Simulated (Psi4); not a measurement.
# BH3F− (SMILES [BH3-]F): DLPNO-CCSD(T)/aug-pcseg-0 (density fitting, density fitting for correlation, pno convergence loose)

What is the energy change on altering one bond length of BH3F− at DLPNO-CCSD(T)/aug-pcseg-0 (density fitting, density fitting for correlation, pno convergence loose)? 

Program for the calculation: Psi4 1.11.

1 further run of the same task is left out (set aside as unsound or not needed).

## 1. The structure to begin with

The species is BH3F− (5 atoms), meant as a singlet with charge -1. SMILES: `[BH3-]F`. The coordinates come from a GFN2-xTB relaxation.

Bond lengths: B1–F2 1.447 Å, B1–H3 1.227 Å, B1–H4 1.228 Å, B1–H5 1.228 Å. Angles: F2–B1–H3 108.4°, F2–B1–H4 108.4°, F2–B1–H5 108.4°, H3–B1–H4 110.7°, H3–B1–H5 110.5°, H4–B1–H5 110.5°.

## 2. A single-point energy at DLPNO-CCSD(T)/aug-pcseg-0 (density fitting, density fitting for correlation, pno convergence loose)

run_ase.py reads:

```python
import numpy as np
from ase.calculators.psi4 import Psi4
from ase import Atoms

atoms = Atoms(['B', 'F', 'H', 'H', 'H'], positions=[
    [-0.035750, 0.029280, -0.033890],
    [0.855550, -0.717910, 0.826970],
    [-1.067340, 0.264210, 0.588100],
    [-0.274560, -0.651290, -1.027540],
    [0.522090, 1.075700, -0.353640],
])
calc = Psi4(atoms=atoms, method='dlpno-ccsd(t)', basis='aug-pcseg-0', memory='1600MB', num_threads=1, charge=-1, multiplicity=1, label='psi4-calc')
calc.psi4.set_options({'scf_type': 'df', 'freeze_core': True, 'pno_convergence': 'loose'})
atoms.calc = calc

print(f'energy: {atoms.get_potential_energy():.6f} eV')
```

Started as:

```sh
$ python run_ase.py
```

psi4-calc.dat:

```text
[...]
  Running in c1 symmetry.
[...]
  Nuclear repulsion =   30.284623548232830
[...]
  Multiplicity = 1
[...]
  Nalpha       = 9
  Nbeta        = 9
[...]
    Number of basis functions: 35
[...]
   @DF-RHF iter   1:  -125.49395311126148   -8.24623e-01   1.06983e-02 ADIIS/DIIS
[...]
    Orbital Energies [Eh]
    ---------------------
    Doubly Occupied:
       1A    -26.019344     2A     -7.359468     3A     -1.292428
       4A     -0.500777     5A     -0.393696     6A     -0.393635
       7A     -0.353164     8A     -0.195755     9A     -0.195355
[...]
  @DF-RHF Final Energy:  -125.56086953061924
   => Energetics <=
    Nuclear Repulsion Energy =             30.2846235482328296
    One-Electron Energy =                -238.2837389525835761
    Two-Electron Energy =                  82.4382458737314892
    Total Energy =                       -125.5608695306192431
[...]
 Multipole Moments:
 ------------------------------------------------------------------------------------
     Multipole            Electronic (a.u.)      Nuclear  (a.u.)        Total (a.u.)
 ------------------------------------------------------------------------------------
 L = 1.  Multiply by 2.5417464519 to convert [e a0] to [Debye]
 Dipole X            :          2.4094753           -1.9581879            0.4512874
 Dipole Y            :         -2.0251365            1.6446980           -0.3804385
 Dipole Z            :          2.3323434           -1.8942086            0.4381348
 Magnitude           :                                                    0.7350890
[...]
   * WARNING: This answer will likely vary from one obtained by a energy('dlpno-mp2') call
                due to lack of a semi-canonical MP2 prescreening step in DLPNO-MP2, as well
[...]
  @LCCSD(T) iter   3:  -0.002709449769 -5.096e-07  5.170e-07        0
[...]
```

On the terminal:

```text
energy: -3422.775524 eV
```

It took 2.4 s on 1 thread of INTEL XEON PLATINUM 8581C at 2.10GHz (Emerald Rapids), shared host; peak memory 0.2 GiB.

## 3. The distorted shape

job.inp reads:

```
memory 1600 mb

molecule {
  -1 1
  B     -1.75188761     1.46732887    -1.69084757
  F      1.61675519    -1.35665328     1.56274681
  H     -3.70131018     1.91128223    -0.51545682
  H     -2.20317311     0.18123796    -3.56857393
  H     -0.69772279     3.44477608    -2.29508750
  units au
  symmetry c1
  no_reorient
  no_com
}

set scf_type df
set freeze_core true
set pno_convergence loose

energy("dlpno-ccsd(t)/aug-pcseg-0")
```

Started as:

```sh
$ psi4 -n 1 job.inp job.out
```

job.out:

```text
[...]
  Running in c1 symmetry.
[...]
  Nuclear repulsion =   19.583914426077161
[...]
  Multiplicity = 1
[...]
  Nalpha       = 9
  Nbeta        = 9
[...]
    Number of basis functions: 35
[...]
   @DF-RHF iter   1:  -125.36724938220715   -1.22982e+00   1.48165e-02 DIIS/ADIIS
[...]
    Orbital Energies [Eh]
    ---------------------
    Doubly Occupied:
       1A    -25.891443     2A     -7.480243     3A     -1.107882
       4A     -0.541783     5A     -0.318913     6A     -0.318443
       7A     -0.223880     8A     -0.223879     9A     -0.220793
[...]
  @DF-RHF Final Energy:  -125.47146797025616
   => Energetics <=
    Nuclear Repulsion Energy =             19.5839144260771612
    One-Electron Energy =                -217.4562462051641205
    Two-Electron Energy =                  72.4008638088307919
    Total Energy =                       -125.4714679702561568
[...]
 Multipole Moments:
 ------------------------------------------------------------------------------------
     Multipole            Electronic (a.u.)      Nuclear  (a.u.)        Total (a.u.)
 ------------------------------------------------------------------------------------
 L = 1.  Multiply by 2.5417464519 to convert [e a0] to [Debye]
 Dipole X            :         -0.2506693           -0.8108474           -1.0615167
 Dipole Y            :          0.2257195            0.6640611            0.8897806
 Dipole Z            :         -0.2563499           -0.7686348           -1.0249847
 Magnitude           :                                                    1.7231137
[...]
   * WARNING: This answer will likely vary from one obtained by a energy('dlpno-mp2') call
                due to lack of a semi-canonical MP2 prescreening step in DLPNO-MP2, as well
[...]
    WARNING: T1 Diagnostic is greater than 0.02, CCSD results may be unreliable!
[...]
  @LCCSD(T) iter   4:  -0.004465558831 -6.511e-08  2.379e-07        0
[...]
```

Run time: 2.1 s. Hardware: 1 thread of INTEL XEON PLATINUM 8581C at 2.10GHz (Emerald Rapids), shared host; peak memory 0.19 GiB.

## 4. Outcome

At DLPNO-CCSD(T)/aug-pcseg-0 (density fitting, density fitting for correlation, pno convergence loose), 2 core orbitals frozen:

| quantity | value |
| --- | --- |
| first shape: total energy | -125.78468 Eh |
| first shape: HOMO energy (Hartree–Fock orbitals) | -5.32 eV |
| first shape: LUMO energy (Hartree–Fock orbitals) | 5.95 eV |
| first shape: HOMO–LUMO gap (to an unbound level, set by the basis) | 11.27 eV |
| first shape: correlation energy (2 core orbitals frozen) | -223.8 mEh |
| first shape: (T) correction | -2.71 mEh |
| first shape: T1 diagnostic | 0.013 |
| distorted shape: total energy | -125.70486 Eh |
| distorted shape: HOMO energy (Hartree–Fock orbitals) | -6.01 eV |
| distorted shape: LUMO energy (Hartree–Fock orbitals) | 4.60 eV |
| distorted shape: HOMO–LUMO gap (to an unbound level, set by the basis) | 10.61 eV |
| distorted shape: correlation energy (2 core orbitals frozen) | -233.4 mEh |
| distorted shape: (T) correction | -4.47 mEh |
| distorted shape: T1 diagnostic | 0.022 |
| energy change with the B1–F2 bond stretched from 1.447 to 2.894 Å | 2.172 eV |

In words: With the B1–F2 bond stretched from 1.447 to 2.894 Å the energy rises by 2.17 eV (50 kcal/mol). The first shape isn't relaxed at this level, so the change isn't measured from a minimum. The triples (first shape) make up 1.2 % of the correlation energy. The T1 diagnostic (distorted shape) of 0.022 is above the customary mark for such species, so a single reference may not serve. The triples (distorted shape) make up 1.9 % of the correlation energy.
